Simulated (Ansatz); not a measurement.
Elastic constant C12 (GPa) of solids drawn from the class of elemental solids other than molecular ones, at two levels: PBE (PAW; Ansatz, a quantum-chemistry and plane-wave program), and LDA in Ansatz (PAW).

```csv
solid,PBE,LDA,shift (%)
fcc Ir,229,272,+18.8
hcp Tl,24.4,40.7,+67
hcp Y,25.0,24.9,-0.4
hcp Zr,65.0,75.5,+16.2
hcp Ti,82.7,98.6,+19.2
fcc Pd,152,205,+35
bcc Rb,2.63,3.38,+29
fcc Ag,81.0,124,+53
double-hcp La,15.3,18.9,+24
bcc Li,13.1,14.3,+9.2
```

The shifts run from -0.4 % to +67 %, with a median of +21 %.

Over all 10 rows LDA is the larger in 9.

Ansatz's runs of these crystals have no spin polarisation.

Spin–orbit coupling is left out, also for the solids with elements from indium on (fcc Ir, hcp Tl, double-hcp La); its size isn't shown.

Each level is taken at its own relaxed cell. Ansatz's density-functional and Hartree–Fock values are scalar-relativistic unless marked +SOC, with PAW data made under PBE.
